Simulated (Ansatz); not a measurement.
C2H4: state-averaged CASSCF

Computed with Ansatz's Gaussian-basis code (development build). State-averaged CASSCF with equal weights; occupations are averaged over the states; levels count from the state that is lowest in CASSCF. CASSCF levels without dynamic correlation can be off by over 1 eV. No symmetry is imposed, so a solution can break that of the shape. No proof that the lowest CASSCF solution was found.

Geometry:

```
atom    x (Å)    y (Å)    z (Å)
   C   0.0000   0.0000   0.6695
   C   0.0000   0.0000  -0.6695
   H  -0.3555   0.8582   1.2321
   H   0.3555  -0.8582   1.2321
   H   0.3555   0.8582  -1.2321
   H  -0.3555  -0.8582  -1.2321
```

Basis cc-pVDZ, nonrelativistic, 2 orbitals frozen in the corrections; active space CAS(2,2). Averaged: 1 singlet, 1 triplet.

Question: Give the levels in order, with their spins.

Answer: 

```csv
state,CASSCF (eV)
singlet,0.000
triplet,2.503
```

Occupations: 1.42, 0.58.

Same geometry.

Basis cc-pVDZ, nonrelativistic, 2 orbitals frozen in the corrections; active space CAS(4,4). Averaged: 3 singlets.

Question: Give the levels in order.

Answer: 

```
  state  CASSCF (eV)
singlet        0.000
singlet        6.697
singlet        8.262
```

Occupations: 1.97, 1.30, 0.42, 0.32.

Same geometry.

Basis cc-pVDZ, nonrelativistic, 2 orbitals frozen in the corrections; active space CAS(4,4). Averaged: 1 singlet, 1 triplet.

Question: Give the levels in order, with their spins.

Answer: 

| state | CASSCF (eV) |
| --- | --- |
| singlet | 0.000 |
| triplet | 2.548 |

Occupations: 1.98, 1.43, 0.57, 0.02.
